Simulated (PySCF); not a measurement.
Saddle point of CH₅Al, closed shell (CH₅Al ([CH3][AlH2]) → AlH + CH₄; bonds formed: C2–H3; bonds broken: Al1–C2, Al1–H3), PBE0-D4/def2-TZVP structure:

```
7
angstrom
Al -0.0140 1.0849 1.1449
C 0.1272 -0.4166 -0.5225
H 1.1366 0.8293 0.0969
H -1.4447 0.5495 1.5519
H 0.9806 -0.5312 -1.1905
H -0.0253 -1.3482 0.0303
H -0.7605 -0.1678 -1.1111
```

Energies are electronic, without zero-point energy. Barriers and step energies count from the start structure reached by relaxing down the imaginary mode; all methods use the PBE0-D4 structures, on which another method's saddle can fall below an end. Computed with PySCF 2.14 with density fitting (its default auxiliary sets; JK sets also for MP2 and CCSD(T)) (basis: def2-TZVPP, with def2-QZVPP for the basis limit); correlated methods freeze the cores. B3LYP uses VWN-RPA correlation. Extrapolation: Hartree–Fock as exp(−7.88 √X), correlation as X^−2.97.

```json
{"method": "SPW92", "barrier (kJ/mol)": "258.7", "step energy (kJ/mol)": "111.6"}
{"method": "PBE-D4", "barrier (kJ/mol)": "?", "step energy (kJ/mol)": "96.1"}
{"method": "r2SCAN-D4", "barrier (kJ/mol)": "291.9", "step energy (kJ/mol)": "118.5"}
{"method": "PBE0-D4", "barrier (kJ/mol)": "298.4", "step energy (kJ/mol)": "102.7"}
{"method": "B3LYP-D4", "barrier (kJ/mol)": "?", "step energy (kJ/mol)": "92.5"}
{"method": "BHLYP-D4", "barrier (kJ/mol)": "336.2", "step energy (kJ/mol)": "98.6"}
{"method": "wB97M-V", "barrier (kJ/mol)": "?", "step energy (kJ/mol)": "97.7"}
{"method": "HF", "barrier (kJ/mol)": "388.0", "step energy (kJ/mol)": "92.0"}
{"method": "MP2", "barrier (kJ/mol)": "321.5", "step energy (kJ/mol)": "109.9"}
{"method": "CCSD", "barrier (kJ/mol)": "324.1", "step energy (kJ/mol)": "91.6"}
{"method": "CCSD(T)", "barrier (kJ/mol)": "310.2", "step energy (kJ/mol)": "94.3"}
```

(1) Fill in the withheld barriers. (To be estimated.)

The T1 diagnostic stays at or below 0.017. The restricted Hartree–Fock reference is unstable towards an unrestricted one at one or more of these structures. A large double-excitation amplitude points to some diradical character; no triplet was computed. The end structure is not quite a true minimum (one mode of 27i cm⁻¹).

## Answers

(1) The calculation gives: PBE-D4 269.0; B3LYP-D4 301.5; wB97M-V 318.3 kJ/mol. Each is the energy of the saddle less that of the start structure, by the same method.

For comparison, the barrier by CCSD(T) at an estimated basis limit (MP2 extrapolated from triple and quadruple zeta, plus CCSD(T) − MP2 in triple zeta) is 309.4 kJ/mol.

Labels in which every atom is bracketed show which atoms are joined, not bond orders.

For scale, one of the runs: CCSD(T)/def2-TZVPP, 143 basis functions, launched by `OMP_NUM_THREADS=4 python run.py`. Time: 26 s of wall clock on 4 CPU threads of an INTEL XEON PLATINUM 8581C; the host was shared. Peak host memory: 0.61 GiB.
